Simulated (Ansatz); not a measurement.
`[NH2][AlH][Cl]`, relaxed with RKS PBE0-D4/def2-TZVP in the Gaussian-basis code of Ansatz from a PBE-D4/def2-SVP geometry. The force threshold is 0.005 eV/Å; the program also tests the step.

The species carries charge 0 and has multiplicity 1.

Start:

```xyz
6

N     0.266   -0.796    0.542
Al   -0.240    0.517   -0.539
Cl   -0.137    2.498    0.212
H     0.262   -1.789    0.296
H     0.602   -0.670    1.500
H    -0.752    0.241   -2.012
```

Q: How much energy does the relaxation release, and in how many steps? (Best estimate.)

A: Computed: 2.03 kJ/mol, in 5 steps.

Q: Which bonds change most? (Estimate.)

A: Computed: Al2–Cl3 from 2.121 to 2.098 Å; N1–Al2 from 1.774 to 1.756 Å; N1–H5 from 1.022 to 1.007 Å; N1–H4 from 1.022 to 1.007 Å.

Q: Give the relaxed structure. (Best estimate.)

A: Computed: 
```xyz
6

N     0.264   -0.788    0.539
Al   -0.237    0.511   -0.531
Cl   -0.136    2.472    0.211
H     0.257   -1.764    0.290
H     0.595   -0.665    1.482
H    -0.743    0.233   -1.991
```
